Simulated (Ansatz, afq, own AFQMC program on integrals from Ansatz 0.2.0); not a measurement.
Two steps: Ansatz 0.2.0 writes the Fock matrix and Cholesky factors of the valence space, and afq projects on them the lowest state that overlaps trial and start.

```yaml
crystal:
  periodic: [false, false, false]
  atoms:
    - {symbol: B, position_ang: [0.028762, 0.050179, 1.315346]}
    - {symbol: P, position_ang: [-0.026262, -0.062559, -0.557827]}
    - {symbol: H, position_ang: [-0.342109, 1.049875, 1.859223]}
    - {symbol: H, position_ang: [0.329247, -0.899526, 1.976629]}
    - {symbol: H, position_ang: [0.511406, 1.233857, -0.802151]}
basis:
  gaussian: {orbitals: cc-pVDZ}
magnetization: {spin_polarized: true, initial_magnetization: 1}
correlation: {method: ccsd_t, electrons: outside_noble_gas, hamiltonian_folder: ham}
```

```sh
$ ansatz run in.yaml --threads 1 --pin off --events-out ev --progress --plain --max-ram 1382MiB
```

Options of the walk:

```
--method free --trial cisd --walkers 60 --time-step 0.03 --max-blocks 80 --target-error 0.0004 --factor-cut 1e-05 --seed 6171 --times 0,0.21,0.42,0.81,1.2,1.8,2.4,3 --taylor-order 8
```

Times are imaginary, in 1/Eh. The walk had a cap of 1706 s.

Output of the walk:

```
orbitals 41  electrons 6 5  factors 322 of 454
reference energy -367.12217430 Eh
CCSD correlation -0.22384626 Eh in 16 cycles, weight of the determinant in the CISD state 0.8775
repeat  energy at the last time / Eh  error
    10  -367.351816  0.001257
    20  -367.352964  0.000825
    30  -367.352883  0.000608
    40  -367.353272  0.000516
    50  -367.353188  0.000427
    60  -367.353070  0.000383
time / (1/Eh)  energy / Eh  error  mean overlap
  0.00  -367.346332  0.000159  1.1415
  0.21  -367.349169  0.000182  1.1404
  0.42  -367.350871  0.000178  1.1377
  0.81  -367.351933  0.000211  1.1495
  1.20  -367.352378  0.000287  1.1711
  1.80  -367.353186  0.000347  1.1774
  2.40  -367.353199  0.000411  1.1774
  3.00  -367.353038  0.000378  1.1857
energy -367.353038 +/- 0.000378 Eh
```

The run passed its tests (error under three times the target), which doesn't prove that it has relaxed.

Against this walk (error 10.3 meV) on the same determinant: CCSD(T) 24.5 meV higher, CCSDT(Q) 15.1 meV lower (within the noise). The error is statistical, and a free projection of finite length keeps a remainder of its start.

Cautions: remainder of the start not in the error.

The walk took 2.9 min on 1 thread of Intel(R) Xeon(R) 6975P-C (Granite Rapids) (shared host). The log's last line is the free-projection energy.

CCSDT and higher add their correlation energy to the determinant of the CCSD(T) run, since their own runs factorise the integrals more tightly (a shift of under 2 meV).
